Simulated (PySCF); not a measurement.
# One shape, several levels: C4H7Cl (SMILES C/C=C(\C)Cl)

We compute a comparison of 6 runs (HF/STO-3G, HF/def2-SVP, B3LYP/6-31G*, PBE0/def2-SVP, wB97X/pcseg-1, PBE0/def2-TZVP) of C4H7Cl. Input form: a Python script.

Program for the calculation: PySCF 2.14.0.

## (1) The system as given

The species is C4H7Cl (12 atoms), meant as a singlet with charge 0. SMILES: `C/C=C(\C)Cl`. The shape is that of a GFN2-xTB optimisation.

Bond lengths: C1–C2 1.497 Å, C2–C3 1.326 Å, C3–C4 1.494 Å, C3–Cl5 1.738 Å, C1–H6 1.090 Å, C1–H7 1.090 Å, C1–H8 1.086 Å, C2–H9 1.079 Å, C4–H10 1.086 Å, C4–H11 1.090 Å, C4–H12 1.090 Å. Some angles: C1–C2–C3 122.6°, C2–C3–C4 125.0°, C2–C3–Cl5 119.7°, C4–C3–Cl5 115.4°, C1–C2–H9 117.4°, C3–C2–H9 120.1°, C2–C1–H6 110.7°, C2–C1–H7 110.7°, C2–C1–H8 110.6°, C3–C4–H10 110.9°.

## (2) Energy and gradient at HF/STO-3G (run 1)

job.py

```python
# C/C=C(\C)Cl
import pyscf.grad
from pyscf import gto, scf

mol = gto.Mole()
mol.atom = [
    ('C', (-1.170460, -0.698680, 0.812480)),
    ('C', (-0.167760, 0.401940, 0.964140)),
    ('C', (0.700430, 0.712450, 0.011510)),
    ('C', (0.799450, 0.027650, -1.312760)),
    ('Cl', (1.832370, 2.006910, 0.266940)),
    ('H', (-1.825420, -0.508070, -0.037310)),
    ('H', (-0.672360, -1.651420, 0.634460)),
    ('H', (-1.778960, -0.786630, 1.707170)),
    ('H', (-0.170440, 0.950980, 1.892810)),
    ('H', (1.588110, 0.464390, -1.917580)),
    ('H', (-0.144800, 0.112710, -1.850300)),
    ('H', (1.009820, -1.032220, -1.171550)),
]
mol.basis = 'sto-3g'
mol.verbose = 4
mol.spin = 0
mol.max_memory = 1860
mol.charge = 0
mol.build()

hf = scf.RHF(mol)
hf.conv_tol = 1e-10
hf.kernel()
if not hf.converged:
    hf = hf.newton().run(hf.mo_coeff, hf.mo_occ)

e_final = hf.e_tot
print('E = %.10f Eh' % e_final)
grad = hf.Gradients().kernel()
hf.analyze()
```

Started as:

```console
$ OMP_NUM_THREADS=1 python job.py
```

Log:

```text
PySCF version 2.14.0

[... 81 lines left out ...]
Nuclear Repulsion Energy =             213.213145918018881
[... 3 lines left out ...]
DFT Exchange-Correlation Energy =      -50.864668238075183
[... 5 lines left out ...]
MO #4   energy= -11.0607698409835  occ= 2
[... 3 lines left out ...]
MO #8   energy= -7.81262783218324  occ= 2
[... 3 lines left out ...]
MO #12  energy= -0.944289874061342 occ= 2
[... 3 lines left out ...]
MO #16  energy= -0.58016243953945  occ= 2
[... 3 lines left out ...]
MO #20  energy= -0.487763374836429 occ= 2
[... 3 lines left out ...]
MO #24  energy= -0.295939053614876 occ= 2
[... 3 lines left out ...]
MO #28  energy= 0.651560059144661  occ= 0
[... 3 lines left out ...]
MO #32  energy= 0.740564259914266  occ= 0
[... 3 lines left out ...]
MO #36  energy= 1.01721118180694   occ= 0
[... 12 lines left out ...]
pop of  2 C 1s            1.99985
pop of  2 C 2s            1.05754
pop of  2 C 2px           0.96406
pop of  2 C 2py           0.92331
pop of  2 C 2pz           1.02078
pop of  3 C 1s            1.99978
pop of  3 C 2s            1.00952
pop of  3 C 2px           1.05770
pop of  3 C 2py           1.04175
pop of  3 C 2pz           0.99794
pop of  4 Cl 1s           2.00000
pop of  4 Cl 2s           1.99993
pop of  4 Cl 3s           1.90658
pop of  4 Cl 2px          1.99985
pop of  4 Cl 2py          1.99981
pop of  4 Cl 2pz          1.99998
pop of  4 Cl 3px          1.66894
pop of  4 Cl 3py          1.57689
pop of  4 Cl 3pz          1.97022
pop of  5 H 1s            0.95575
pop of  6 H 1s            0.95578
pop of  7 H 1s            0.95577
pop of  8 H 1s            0.95172
pop of  9 H 1s            0.94561
pop of  10 H 1s           0.95137
pop of  11 H 1s           0.95137
 ** Mulliken atomic charges  **
charge of    0C =     -0.10303
charge of    1C =     -0.03517
charge of    2C =      0.03445
charge of    3C =     -0.10669
charge of    4Cl =     -0.12219
charge of    5H =      0.04425
charge of    6H =      0.04422
charge of    7H =      0.04423
charge of    8H =      0.04828
charge of    9H =      0.05439
charge of   10H =      0.04863
charge of   11H =      0.04863
Dipole moment(X, Y, Z, Debye): -1.59000, -1.82985, -0.38149
```

Run time: 2.5 s. Hardware: 1 thread of Intel Xeon at 2.70GHz, shared host; peak memory 0.12 GiB.

## (3) Energy and forces at HF/def2-SVP (run 2)

calc.py

```python
# C/C=C(\C)Cl
import pyscf.grad
from pyscf import gto

mol = gto.Mole()
mol.atom = '''
C       -1.170460      -0.698680       0.812480
C       -0.167760       0.401940       0.964140
C        0.700430       0.712450       0.011510
C        0.799450       0.027650      -1.312760
Cl       1.832370       2.006910       0.266940
H       -1.825420      -0.508070      -0.037310
H       -0.672360      -1.651420       0.634460
H       -1.778960      -0.786630       1.707170
H       -0.170440       0.950980       1.892810
H        1.588110       0.464390      -1.917580
H       -0.144800       0.112710      -1.850300
H        1.009820      -1.032220      -1.171550
'''
mol.max_memory = 1860
mol.basis = 'def2-svp'
mol.charge = 0
mol.verbose = 4
mol.build()

calc0 = mol.RHF()
calc0.conv_tol = 1e-10
calc0.kernel()
if not calc0.converged:
    calc0 = calc0.newton().run(calc0.mo_coeff, calc0.mo_occ)

energy = calc0.e_tot
print('E(%s) = %.9f' % ('HF', energy))
grad = calc0.Gradients().kernel()
calc0.analyze()
```

Started as:

```console
$ OMP_NUM_THREADS=1 python calc.py
```

Log:

```text
PySCF version 2.14.0

[... 88 lines left out ...]
Two-electron Coulomb Energy =          489.903552737765438
[... 11 lines left out ...]
MO #9   energy= -8.01603572422204  occ= 2
[... 9 lines left out ...]
MO #19  energy= -0.560791359939933 occ= 2
[... 9 lines left out ...]
MO #29  energy= 0.22915783740959   occ= 0
[... 9 lines left out ...]
MO #39  energy= 0.622869767953655  occ= 0
[... 9 lines left out ...]
MO #49  energy= 0.878789688115764  occ= 0
[... 9 lines left out ...]
MO #59  energy= 1.05743745442842   occ= 0
[... 9 lines left out ...]
MO #69  energy= 1.49991012288526   occ= 0
[... 9 lines left out ...]
MO #79  energy= 2.01039449359218   occ= 0
[... 9 lines left out ...]
MO #89  energy= 2.30495017796249   occ= 0
[... 9 lines left out ...]
MO #99  energy= 2.90979901321201   occ= 0
[... 9 lines left out ...]
MO #109 energy= 3.58202007406327   occ= 0
[... 85 lines left out ...]
pop of  6 H 2pz           0.00006
pop of  7 H 1s            0.89898
pop of  7 H 2s            0.00833
pop of  7 H 2px           0.00065
pop of  7 H 2py           0.00007
pop of  7 H 2pz           0.00112
pop of  8 H 1s            0.88743
pop of  8 H 2s            0.01073
pop of  8 H 2px           0.00022
pop of  8 H 2py           0.00075
pop of  8 H 2pz           0.00146
pop of  9 H 1s            0.88593
pop of  9 H 2s            0.00971
pop of  9 H 2px           0.00097
pop of  9 H 2py           0.00031
pop of  9 H 2pz           0.00069
pop of  10 H 1s           0.89516
pop of  10 H 2s           0.00798
pop of  10 H 2px          0.00126
pop of  10 H 2py          0.00003
pop of  10 H 2pz          0.00057
pop of  11 H 1s           0.89513
pop of  11 H 2s           0.00798
pop of  11 H 2px          0.00010
pop of  11 H 2py          0.00169
pop of  11 H 2pz          0.00007
 ** Mulliken atomic charges  **
charge of    0C =     -0.24380
charge of    1C =     -0.10199
charge of    2C =      0.04521
charge of    3C =     -0.24749
charge of    4Cl =     -0.11325
charge of    5H =      0.08933
charge of    6H =      0.08929
charge of    7H =      0.09086
charge of    8H =      0.09941
charge of    9H =      0.10239
charge of   10H =      0.09500
charge of   11H =      0.09503
Dipole moment(X, Y, Z, Debye): -1.31177, -1.58843, -0.44994
```

It took 17 s on 1 thread of Intel Xeon at 2.70GHz, shared host; peak memory 0.25 GiB.

Runs 3 to 5 aren't shown in full; the table further down has their settings and results.

## (4) Energy and forces at PBE0/def2-TZVP (run 6)

run.py

```python
# C/C=C(\C)Cl
from pyscf import gto, dft

molecule = gto.Mole()
molecule.atom = '''
C     -2.211849    -1.320314     1.535365
C     -0.317020     0.759557     1.821961
C      1.323621     1.346335     0.021751
C      1.510742     0.052251    -2.480757
Cl     3.462677     3.792510     0.504443
H     -3.449544    -0.960113    -0.070506
H     -1.270576    -3.120732     1.198956
H     -3.361747    -1.486515     3.226084
H     -0.322085     1.797092     3.576893
H      3.001093     0.877570    -3.623701
H     -0.273632     0.212991    -3.496560
H      1.908283    -1.950613    -2.213909
'''
molecule.verbose = 4
molecule.spin = 0
molecule.basis = 'def2-tzvp'
molecule.max_memory = 1860
molecule.unit = 'bohr'
molecule.build()

myscf = dft.RKS(molecule, xc='pbe0')
myscf.grids.level = 5
myscf.conv_tol = 1e-10
myscf.kernel()
if not myscf.converged:
    myscf = myscf.newton().run(myscf.mo_coeff, myscf.mo_occ)

etot = myscf.e_tot
print('E(%s) = %.9f' % ('PBE0', etot))
grad = myscf.nuc_grad_method().kernel()
dip = myscf.dip_moment()
pop, q = myscf.mulliken_pop()
```

Started as:

```console
$ OMP_NUM_THREADS=1 python run.py
```

Log:

```text
PySCF version 2.14.0

[... 81 lines left out ...]
converged SCF energy = -616.544797587814
[... 13 lines left out ...]
Dipole moment(X, Y, Z, Debye): -1.22234, -1.49168, -0.43911
[... 177 lines left out ...]
pop of  7 H 2px           0.00731
pop of  7 H 2py           0.00463
pop of  7 H 2pz           0.00975
pop of  8 H 1s            0.27198
pop of  8 H 2s            0.47248
pop of  8 H 3s            0.09857
pop of  8 H 2px           0.00436
pop of  8 H 2py           0.00708
pop of  8 H 2pz           0.01112
pop of  9 H 1s            0.27112
pop of  9 H 2s            0.46822
pop of  9 H 3s            0.09079
pop of  9 H 2px           0.00896
pop of  9 H 2py           0.00573
pop of  9 H 2pz           0.00733
pop of  10 H 1s           0.26968
pop of  10 H 2s           0.47052
pop of  10 H 3s           0.10526
pop of  10 H 2px          0.01031
pop of  10 H 2py          0.00453
pop of  10 H 2pz          0.00654
pop of  11 H 1s           0.26972
pop of  11 H 2s           0.47049
pop of  11 H 3s           0.10518
pop of  11 H 2px          0.00487
pop of  11 H 2py          0.01213
pop of  11 H 2pz          0.00440
 ** Mulliken atomic charges  **
charge of    0C =     -0.33017
charge of    1C =     -0.19265
charge of    2C =      0.06485
charge of    3C =     -0.35471
charge of    4Cl =     -0.12541
charge of    5H =      0.12831
charge of    6H =      0.12819
charge of    7H =      0.13296
charge of    8H =      0.13441
charge of    9H =      0.14786
charge of   10H =      0.13315
charge of   11H =      0.13321
```

It took 4.5 min on 1 thread of Intel Xeon at 2.70GHz, shared host; peak memory 1.7 GiB.

## (5) The series

```csv
run,level,integration grid,energy (Eh),dipole moment (D),HOMO energy (eV),LUMO energy (eV),wall time
1,HF/STO-3G,–,-608.245164,2.45,-8.05,7.86,2.5 s
2,HF/def2-SVP,–,-614.765602,2.11,-9.26,4.32,17 s
3,B3LYP/6-31G* (spherical functions),5,-616.812349,2.05,-6.36,0.37,43 s
4,PBE0/def2-SVP,5,-616.216849,1.91,-6.69,0.38,69 s
5,wB97X/pcseg-1,5,-616.726543,2.20,-9.19,2.35,93 s
6,PBE0/def2-TZVP,5,-616.544798,1.98,-6.79,0.15,4.5 min
```

## (6) Results

```
                       quantity          value
            run 6: total energy  -616.54480 Eh
           run 6: dipole moment         1.98 D
             run 6: HOMO energy       -6.79 eV
             run 6: LUMO energy        0.15 eV
           run 6: HOMO–LUMO gap        6.94 eV
run 6: largest force on an atom     0.319 eV/Å
```

What this shows: The dipole moment (its size) runs from 1.91 D (PBE0/def2-SVP) to 2.45 D (HF/STO-3G). The two ends differ in method and basis. The HOMO–LUMO gap runs from 6.72 eV (B3LYP/6-31G*) to 15.92 eV (HF/STO-3G). Totals of different functionals can't be ranked against each other. In run 1 the basis is minimal, so the values are rough. All runs together took 8.2 min, the longest 4.5 min.
